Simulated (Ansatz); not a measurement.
**C3H4O: rigid torsion scan**

Aim: a rigid torsion scan, for C3H4O, run from a script.

All numbers are computed with the Python package of Ansatz 0.2.0. The levels of theory stand in the script.

### Step 1. Starting point

Bond lengths: C1–C2 1.232 Å, C2–C3 1.272 Å, C3–O4 1.316 Å, C1–H5 1.136 Å, C1–H6 1.125 Å, C3–H7 1.138 Å, O4–H8 1.010 Å. Angles: C1–C2–C3 179.6°, C2–C1–H5 122.5°, C2–C1–H6 124.4°, H5–C1–H6 113.1°, C2–C3–O4 124.2°, C2–C3–H7 125.3°, O4–C3–H7 110.4°, C3–O4–H8 103.9°.

No structure file is read: the coordinates are typed or built in the script.

### Step 2. The script

c3h4o_torsion.py reads:

```python
# -*- coding: utf-8 -*-
import ansatz as az
from ase import Atoms

BASIS_SET = "def2-SVP"
FUNCTIONAL = "pbe0"
FORCE_TOL = 0.02
METHOD = "mp2"


def main():
    atoms = Atoms(["C", "C", "C", "O", "H", "H", "H", "H"], positions=[
        (-0.577, 1.2919, -0.2947),
        (0.1096, 0.2885, -0.0941),
        (0.8141, -0.7517, 0.1064),
        (0.3253, -1.9152, 0.481),
        (-1.0065, 1.5431, -1.3156),
        (-0.8509, 2.0439, 0.4963),
        (1.9493, -0.8004, 0.0428),
        (-0.6717, -1.7571, 0.522),
    ])

    first = (
        az.Crystal.molecule_from_ase(atoms).calculation()
        .basis(gaussian=BASIS_SET)
        .functional(FUNCTIONAL)
        .relax(force_tolerance=FORCE_TOL, max_steps=80)
    )
    atoms.positions = first.run(threads=1).report["positions_ang"]

    start = atoms.get_dihedral(1, 2, 3, 7)
    energies = {}
    for turn in range(0, 360, 40):
        turned = atoms.copy()
        turned.set_dihedral(1, 2, 3, 7, start + turn, indices=[3, 7])
        base = az.Crystal.molecule_from_ase(turned).calculation()
        base = base.basis(gaussian=BASIS_SET)
        base = base.correlation(METHOD)
        energies[round((start + turn) % 360)] = base.run(threads=1).report["free_energy_ev"]
    floor = min(energies.values())
    print("dihedral C1-C2-O3-H7 (deg)   E - E(min) (eV)")
    for angle, e in sorted(energies.items()):
        print(f"{angle:8d} {(e - floor):14.3f}  " + "#" * int(30 * (e - floor) / max(max(energies.values()) - floor, 1e-9)))


if __name__ == "__main__":
    main()
```

### Step 3. What the engine is handed

The engine receives this input (first run):

```yaml
crystal:
  periodic: [false, false, false]
  atoms:
    - { symbol: C, position_ang: [-0.577, 1.2919, -0.2947] }
    - { symbol: C, position_ang: [0.1096, 0.2885, -0.0941] }
    - { symbol: C, position_ang: [0.8141, -0.7517, 0.1064] }
    - { symbol: O, position_ang: [0.3253, -1.9152, 0.481] }
    - { symbol: H, position_ang: [-1.0065, 1.5431, -1.3156] }
    - { symbol: H, position_ang: [-0.8509, 2.0439, 0.4963] }
    - { symbol: H, position_ang: [1.9493, -0.8004, 0.0428] }
    - { symbol: H, position_ang: [-0.6717, -1.7571, 0.522] }
basis:
  gaussian:
    orbitals: def2-SVP
hamiltonian:
  xc: pbe0
relax:
  f_tol: 0.02
  max_steps: 80
```

### Step 4. Launch

Run with:

```sh
$ python c3h4o_torsion.py
```

**Question.** Where along the turn do the lowest and the highest point lie, and how far apart are they?

**Answer**, as computed:

| quantity | value |
| --- | --- |
| runs compared | 9 |
| range of energy | 0.244 eV |
| lowest point, turn (°) | 0 |

What this shows: The lowest point is at 0° and the highest at 80°, 0.244 eV (23.5 kJ/mol) above it, with the rest of the molecule held. Run 0: After 4 moves the largest shift is 0.209 Å, of atom 8 (H). Caveats:
- The scan is rigid and the energies are electronic, in a modest basis. With rigid groups the curve can differ much from the relaxed path, the start wasn't checked as a minimum of this torsion, and equivalent turns needn't return to the same energy.
- The start is relaxed with a density functional and scanned with the wavefunction method, so it isn't exactly that method's minimum.
